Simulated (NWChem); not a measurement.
Species: ammonia (NH3); SMILES N

Computed with NWChem. Each level has its own optimisation; frequencies are unscaled.

For level PBE/aug-pcseg-1:

- dipole (D): 1.49

How do the values read with level PBE/def2-TZVPP instead?

The dipole (D) is 1.62.
